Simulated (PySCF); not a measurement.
# BSiH5 (boranylsilane), step by step

Aim: a series of 15 runs (PBE0-D4/def2-TZVP, CCSD(T)/def2-TZVPP, RI-MP2/def2-QZVPP, PBE-D4/def2-TZVPP, r2SCAN-D4/def2-TZVPP, B3LYP-D4/def2-TZVPP, PBE0-D4/def2-TZVPP, wB97M-V/def2-TZVPP, and more) of BH5Si. Input form: a Python script.

The results are computed with PySCF 2.14.0.

1 further run of the same task is left out (for a faulty analytic Hessian).

## Step 1: The molecule

BSiH5 has 7 atoms, charge 0, and is taken as a singlet. SMILES: `B[SiH3]`. All atoms were displaced at random from a relaxed shape. The run starts from this shape.

Bond lengths: B1–Si2 1.981 Å, B1–H3 1.208 Å, B1–H4 1.212 Å, Si2–H5 1.498 Å, Si2–H6 1.494 Å, Si2–H7 1.459 Å. Angles: B1–Si2–H5 108.3°, B1–Si2–H6 108.6°, B1–Si2–H7 119.1°, Si2–B1–H3 120.6°, Si2–B1–H4 122.3°, H5–Si2–H6 104.7°, H5–Si2–H7 106.6°, H6–Si2–H7 108.7°, H3–B1–H4 117.1°.

## Step 2: A geometry optimisation at PBE0-D4/def2-TZVP (density fitting with def2-universal-jkfit) (run 1)

The input, mol.xyz:

```xyz
7
BH5Si
B     -0.045975    -1.190896     0.174852
Si     0.119476     0.757271    -0.143723
H     -1.132956    -1.715427     0.228392
H      0.919770    -1.906877     0.327241
H     -0.589021     1.086045    -1.421792
H     -0.650546     1.479482     0.914015
H      1.448726     1.349676    -0.240857
```

The input, job.py:

```python
# B[SiH3]
from pyscf import gto, dft
from pyscf.geomopt.geometric_solver import kernel as optimise

mol = gto.M(
    atom='mol.xyz',
    charge=0,
    verbose=3,
    max_memory=1860,
    basis='def2-tzvp',
    spin=0,
)

ks = dft.RKS(mol, xc='pbe0')
ks = ks.density_fit(auxbasis='def2-universal-jkfit')
ks.grids.level = 4
ks.conv_tol = 1e-09
ks.disp = 'd4'
ks.max_cycle = 100
converged, mol_eq = optimise(ks, maxsteps=100)
print('converged:', converged)
print(mol_eq.tostring())

ks.reset(mol_eq)
mol = mol_eq
ks.kernel()
etot = ks.e_tot
print(f'total energy: {etot:.8f} hartree')
```

Launch:

```console
$ OMP_NUM_THREADS=1 python job.py
```

The log of the run:

```text
maxiter                   100
[... 37 lines left out ...]
> Will converge when all 5 criteria are reached:
[... 20 lines left out ...]
converged SCF energy = -317.142234381903
[... 24 lines left out ...]
converged SCF energy = -317.143268815314
[... 49 lines left out ...]
converged SCF energy = -317.143350056173
[... 49 lines left out ...]
converged SCF energy = -317.143351699078
[... 38 lines left out ...]
Converged! =D
[... 1 line left out ...]
converged: True
B          -0.03553213       -1.20174156        0.17627803
Si          0.08597049        0.77648676       -0.15805767
H          -1.11510581       -1.71429513        0.23184564
H           0.91731159       -1.90698859        0.32686109
H          -0.60220574        1.09265853       -1.44379622
H          -0.64882170        1.49050098        0.92709232
H           1.46803822        1.32229316       -0.22211114
converged SCF energy = -317.143351750261
total energy: -317.14335175 hartree
```

Run time: 1.7 min. Hardware: 1 thread of Arm Neoverse V1, shared host; peak memory 0.93 GiB.

Step by step:

```
step  energy from the first frame kept (eV)  largest force (eV/Å)
   0                                 0.0000                0.8924
   1                                -0.0281                0.1912
   2                                -0.0300                0.0368
   3                                -0.0304                0.0153
   4                                -0.0304                0.0077
   5                                -0.0304                0.0065
   6                                -0.0304                0.0022
```

After the run. Bond lengths: B1–Si2 2.010 Å, B1–H3 1.196 Å, B1–H4 1.195 Å, Si2–H5 1.492 Å, Si2–H6 1.492 Å, Si2–H7 1.487 Å. Angles: B1–Si2–H5 108.9°, B1–Si2–H6 108.7°, B1–Si2–H7 115.1°, Si2–B1–H3 118.9°, Si2–B1–H4 123.6°, H5–Si2–H6 107.3°, H5–Si2–H7 108.3°, H6–Si2–H7 108.3°, H3–B1–H4 117.4°.

## Step 3: The energy at CCSD(T)/def2-TZVPP (run 3)

The input, run.py:

```python
# B[SiH3]
from pyscf import gto, scf, cc

mol = gto.M(
    atom=[
    ('B', (-0.035532, -1.201742, 0.176278)),
    ('Si', (0.085970, 0.776487, -0.158058)),
    ('H', (-1.115106, -1.714295, 0.231846)),
    ('H', (0.917312, -1.906989, 0.326861)),
    ('H', (-0.602206, 1.092659, -1.443796)),
    ('H', (-0.648822, 1.490501, 0.927092)),
    ('H', (1.468038, 1.322293, -0.222111)),
],
    max_memory=1860,
    basis='def2-tzvpp',
    spin=0,
    verbose=3,
)

calc0 = scf.RHF(mol)
calc0.conv_tol = 1e-10
calc0.kernel()
if not calc0.converged:
    calc0 = calc0.newton().run(calc0.mo_coeff, calc0.mo_occ)

mycc = cc.CCSD(calc0, frozen=6)
mycc.kernel()
e_t = mycc.ccsd_t()
energy = mycc.e_tot + e_t
print(f'total energy: {energy:.8f} hartree')
```

Launch:

```console
$ OMP_NUM_THREADS=1 python run.py
```

The log of the run:

```text
converged SCF energy = -316.501496201755
E(CCSD) = -316.7784274429071  E_corr = -0.2769312411524112
CCSD(T) correction = -0.00778616848388581
total energy: -316.78621361 hartree
```

It took 2.7 min on 1 thread of Arm Neoverse V1, shared host; peak memory 2.3 GiB.

Runs 4 to 5 aren't shown in full; the table further down has their settings and results.

## Step 4: A single-point energy at r2SCAN-D4/def2-TZVPP (run 6)

The input, run.py:

```python
from pyscf import gto, dft

mol = gto.M(
    atom='''
B     -0.067146    -2.270963     0.333117
Si     0.162460     1.467348    -0.298686
H     -2.107245    -3.239548     0.438125
H      1.733468    -3.603687     0.617678
H     -1.138004     2.064826    -2.728379
H     -1.226096     2.816639     1.751950
H      2.774190     2.498772    -0.419729
''',
    max_memory=1860,
    verbose=3,
    unit='bohr',
    basis='def2-tzvpp',
)

calc0 = dft.RKS(mol)
calc0.xc = 'r2scan'
calc0.disp = 'd4'
calc0.conv_tol = 1e-10
calc0.grids.level = 5
calc0.kernel()
if not calc0.converged:
    calc0 = calc0.newton().run(calc0.mo_coeff, calc0.mo_occ)

e_final = calc0.e_tot
print('E = %.10f Eh' % e_final)
```

Launch:

```console
$ OMP_NUM_THREADS=1 python run.py
```

The log of the run:

```text
converged SCF energy = -317.257882046014
E = -317.2578820460 Eh
```

Run time: 79 s. Hardware: 1 thread of Arm Neoverse V1, shared host; peak memory 0.98 GiB.

Runs 7 to 15 aren't shown in full; the table further down has their settings and results.

## Step 5: The doublet cation: the energy at UB3LYP/6-31G(d) (spherical functions) (run 16)

The input, geometry.xyz:

```xyz
7

B     -0.035532    -1.201742     0.176278
Si     0.085970     0.776487    -0.158058
H     -1.115106    -1.714295     0.231846
H      0.917312    -1.906989     0.326861
H     -0.602206     1.092659    -1.443796
H     -0.648822     1.490501     0.927092
H      1.468038     1.322293    -0.222111
```

The input, job.py:

```python
from pyscf import gto, dft

system = gto.Mole()
system.atom = 'geometry.xyz'
system.verbose = 3
system.charge = 1
system.spin = 1
system.max_memory = 1860
system.basis = '6-31g*'
system.build()

myscf = dft.UKS(system)
myscf.xc = 'b3lyp'
myscf.grids.level = 5
myscf.conv_tol = 1e-10
myscf.kernel()
if not myscf.converged:
    myscf = myscf.newton().run(myscf.mo_coeff, myscf.mo_occ)

e_final = myscf.e_tot
print('Final energy', e_final)
```

Launch:

```console
$ OMP_NUM_THREADS=1 python job.py
```

The log of the run:

```text
WARN: HOMO -0.317273004768353 >= LUMO -0.317273004768354

converged SCF energy = -316.905957331036  <S^2> = 0.75214747  2S+1 = 2.0021463
Final energy -316.905957331036
```

Run time: 11 s. Hardware: 1 thread of Arm Neoverse V1, shared host; peak memory 0.28 GiB.

## Step 6: All runs side by side

```
run                                                           level      task  integral approximation  partner  energy (Eh)  dipole moment (D) of the reference  HOMO energy (eV)  LUMO energy (eV)  wall time
  1   PBE0-D4/def2-TZVP (density fitting with def2-universal-jkfit)  optimise    def2-universal-jkfit     base  -317.143352                                0.37             -8.47             -2.48    1.7 min
  3                                              CCSD(T)/def2-TZVPP    energy                    none     base  -316.786214                                0.49            -11.41              1.06    2.7 min
  4   RI-MP2/def2-QZVPP (density fitting with def2-universal-jkfit)    energy    def2-universal-jkfit     base  -316.756749                                0.47            -11.41              0.95      3.9 s
  5                                               PBE-D4/def2-TZVPP    energy                    none     base  -317.101240                                0.29             -7.25             -3.51       30 s
  6                                            r2SCAN-D4/def2-TZVPP    energy                    none     base  -317.257882                                0.34             -7.52             -3.15       79 s
  7                                             B3LYP-D4/def2-TZVPP    energy                    none     base  -317.350130                                0.37             -8.28             -2.69       34 s
  8                                              PBE0-D4/def2-TZVPP    energy                    none     base  -317.144150                                0.37             -8.47             -2.49       28 s
  9  wB97M-V/def2-TZVPP (density fitting with def2-universal-jkfit)    energy    def2-universal-jkfit     base  -317.253262                                0.40            -10.65             -0.52       73 s
 10                                               B2PLYP/def2-TZVPP    energy                    none     base  -317.154006                                0.44             -9.56             -1.09       27 s
 11                                                SVWN5/def2-TZVPP    energy                    none     base  -315.802747                                0.25             -7.31             -3.77       21 s
 12                                               M06-2X/def2-TZVPP    energy                    none     base  -317.267104                                0.39             -9.57             -1.51       75 s
 13                              B3LYP/6-31G* (spherical functions)    energy                    none     base  -317.302277                                0.44             -8.13             -2.36      5.7 s
 14                                                       HF/STO-3G    energy                    none     base  -312.842495                                0.21             -9.59              6.27     0.93 s
 15                                              UPBE-D4/def2-TZVPP    energy                    none   cation  -316.709761                                   –            -14.41            -13.96       62 s
 16                             UB3LYP/6-31G* (spherical functions)    energy                    none   cation  -316.905957                                   –            -15.52            -13.39       11 s
```

## Step 7: Results

| quantity | value |
| --- | --- |
| doublet cation, run 16: total energy | -316.90596 Eh |
| doublet cation, run 16: HOMO energy (highest over α and β) | -15.52 eV |
| doublet cation, run 16: LUMO energy (lowest over α and β) | -13.39 eV |
| doublet cation, run 16: ⟨S²⟩ | 0.752 |
| vertical ionisation energy (to the doublet cation), PBE-D4/def2-TZVPP | 10.653 eV |
| vertical ionisation energy (to the doublet cation), B3LYP/6-31G* | 10.784 eV |

**Reading.** At PBE-D4/def2-TZVPP: the vertical ionisation energy comes to 10.65 eV (246 kcal/mol). The negative HOMO energy of the first species, 7.25 eV, lies 3.40 eV below that difference. At B3LYP/6-31G*: the vertical ionisation energy comes to 10.78 eV (1041 kJ/mol). The negative HOMO energy of the first species, 8.13 eV, lies 2.65 eV below that difference. Totals of different functionals can't be ranked against each other. In run 14 the basis is minimal, so the values are rough. All runs together took 12 min, the longest 2.7 min.
